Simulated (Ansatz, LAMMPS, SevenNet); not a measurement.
# Ladder of methods for the c axis length of A-type hexagonal La2O3

Reference value: 6.13 Å (measured, temperature not stated, not corrected to a static lattice; as tabulated in Rustad et al. (2011), arXiv:1107.4261).

```
level (code)                                   value (Å)
--------------------------------------------  ----------
ionic model grimes2000 (shell model, LAMMPS)       6.219
SevenNet-l3i5                                      6.185
LDA (Ansatz)                                       5.951
PBE (Ansatz)                                       6.187
PBE-D4 (Ansatz)                               (withheld)
r²SCAN+SOC (Ansatz)                                6.126
HSE06 (Ansatz)                                (withheld)
```

Question: Fill in the missing entries.

Answer: 
- PBE-D4 (Ansatz, a program for electronic structure), value (Å): 6.103
- HSE06 (Ansatz), value (Å): 6.138

Differences against the reference: ionic model grimes2000 +1.45 %, SevenNet-l3i5 +0.90 %, LDA -2.92 %, PBE +0.93 %, PBE-D4 -0.44 %, r²SCAN+SOC -0.07 %, HSE06 +0.13 %.

The reference's temperature isn't stated, so close values are not ranked against it. Off by more than 1.75 %, or 2.45 % on the side where a correction would as a rule narrow the miss (bounds picked here): LDA (-2.92 %).

The reference isn't brought to a static lattice, while the calculations are for one, so the differences are not the levels' errors alone.  Cutoffs and k meshes differ between the levels. Ansatz's density-functional and Hartree–Fock values are scalar-relativistic unless marked +SOC, with PAW data made under PBE.

Empirical potentials (ionic model grimes2000) are fitted to chosen data: where that held the value shown, agreement is built in, and what lay outside the fit can be far off. Machine-learned potentials (SevenNet-l3i5) are trained on DFT data: a solid inside that data is no test of them.

Differences are worked out from the printed values.
